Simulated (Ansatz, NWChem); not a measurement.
**How basis sets differ on AlH3S (SMILES [AlH2][SH])**

AlH3S: 5 atoms, total charge 0, spin state singlet. SMILES: `[AlH2][SH]`. Geometry: relaxed at PBE0-D4/def2-TZVP.

Each level gives the electronic atomisation energy (eV). The values are calculated. Electronic energies at fixed atoms, without zero-point motion or spin-orbit coupling.

| level | kind | program | value (eV) |
| --- | --- | --- | --- |
| CAM-B3LYP/cc-pVTZ | range-separated hybrid | NWChem | 13.33 |
| CAM-B3LYP/jun-cc-pV(D+d)Z | range-separated hybrid | NWChem | 13.21 |
| CAM-B3LYP/STO-3G | range-separated hybrid | Ansatz | 19.05 |
| CAM-B3LYP/cc-pVDZ | range-separated hybrid | NWChem | 13.04 |
| CAM-B3LYP/aug-cc-pVDZ | range-separated hybrid | NWChem | 13.06 |
| CAM-B3LYP/def2-TZVP | range-separated hybrid | NWChem | 13.41 |

The values span 13.04 to 19.05 eV. Without the sets that lack polarisation functions the rows with a basis span only 13.04 to 13.41 eV.
